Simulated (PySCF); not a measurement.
Excitation energies in several basis sets

Species: H3Si(SH), H₄SSi.
InChI=1S/H4SSi/c1-2/h1H,2H3

TDDFT with PBE0 (PySCF), vertical singlets, core orbitals frozen in the response, spherical d and f functions. Geometry: PBE0-D3(BJ)/def2-SVP; no solvent, vibrations or thermal averaging.

Question: How do the low singlets change with the basis? Take 6-31G*, 6-31+G*, def2-SVP, def2-SVPD, aug-cc-pVDZ, def2-TZVP, def2-TZVPD and aug-cc-pVTZ.

Answer: 

```csv
basis,functions,diffuse,S1 (eV),S2 (eV),S3 (eV),S4 (eV),S5 (eV),LUMO (eV),α (au)
6-31G*,44,no,6.11,6.56,7.66,8.01,8.48,0.13,38.2
6-31+G*,52,yes,5.83,6.01,7.21,7.69,7.79,-0.34,42.6
def2-SVP,56,no,6.36,6.52,7.46,7.86,8.54,0.48,40.0
def2-SVPD,83,yes,5.96,6.08,7.08,7.40,7.42,-0.20,51.2
aug-cc-pVDZ,90,yes,5.77,5.99,6.95,7.00,7.25,-0.42,51.4
def2-TZVP,98,no,6.11,6.15,7.13,7.56,8.06,0.07,46.1
def2-TZVPD,125,yes,5.88,5.99,6.92,7.21,7.22,-0.29,51.7
aug-cc-pVTZ,192,yes,5.80,5.99,6.90,6.99,7.18,-0.44,51.9
```

States are compared by their number. Against the largest diffuse basis here (aug-cc-pVTZ, itself not a converged limit), sets without diffuse functions differ by up to 0.56 eV in S1 and 1.36 eV in S5; the smaller diffuse sets differ by up to 0.16 and 0.61 eV. Every set without diffuse functions puts S1 more than 0.3 eV higher, so even the lowest state needs them here. State by state, the largest deviation of a set without diffuse functions is S1 0.56, S2 0.57, S3 0.76, S4 1.02, S5 1.36 eV. The same number needn't mean the same state in each row. Against aug-cc-pVTZ the polarisability deviates by -26% in 6-31G*, -18% in 6-31+G*, -23% in def2-SVP, -1% in def2-SVPD, -1% in aug-cc-pVDZ, -11% in def2-TZVP, 0% in def2-TZVPD. A single + in a Pople set puts diffuse functions on heavy atoms only.

Without π bonds the low states are Rydberg-like; a valence basis with one diffuse set may place them up to an eV too high.
